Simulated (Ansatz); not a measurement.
Ideal-gas functions of C3H3FOS (`C#CC(O)(F)S`) at 400 K and 1 bar, from an Ansatz frequency run at PBE0-D4/def2-TZVP.

Molar mass 106.12 g/mol, point group C1 (symmetry number 1), electronic degeneracy 1, moments of inertia 132.439, 209.328, 247.515 u Å². Harmonic wavenumbers (cm⁻¹, unscaled): 154, 182, 220, 308, 366, 412, 469, 497, 574, 692, 707, 727, 870, 968, 1048, 1190, 1389, 2258, 2721, 3482, 3804.

Use S(trans) = R[1.5 ln M + 2.5 ln T − 1.1517]; rotational temperatures θ = 24.2544 K / I; S(rot) = R[ln(√π/σ · √(T³/θAθBθC)) + 1.5]; for each mode x = 1.438777 ν̃/T, S = R[x/(eˣ − 1) − ln(1 − e⁻ˣ)] and H = RT x/(eˣ − 1); 1 cm⁻¹ = 0.0119627 kJ/mol; R = 8.31446 J/(mol·K).

Q: By hand: the entropy, in J/(mol·K).

A: Translation 173.1. Rotation: θ = 0.1831, 0.1159, 0.098 K, giving 117.6. Vibration, mode by mode: 13.33, 11.98, 10.47, 7.88, 6.60, 5.77, 4.89, 4.51, 3.62, 2.59, 2.49, 2.35, 1.56, 1.18, 0.93, 0.62, 0.34, 0.02, 0.01, 0.00, 0.00, in all 81.1. Electronic 0.0. Sum 371.8 J/(mol·K).

Q: By hand: H − E and G − E in kJ/mol, counted from the electronic energy.

A: Zero-point energy ½ × 23038 × 0.0119627 = 137.8; thermal vibration 19.0; translation, rotation and pV give 4 RT = 13.3. H − E = 170.1 kJ/mol, and G − E = 170.1 − 400 × 371.8/1000 = 21.4 kJ/mol.

Vibration gives 22 % of the entropy. The sum counts one conformer and one mirror image; others add a mixing term.
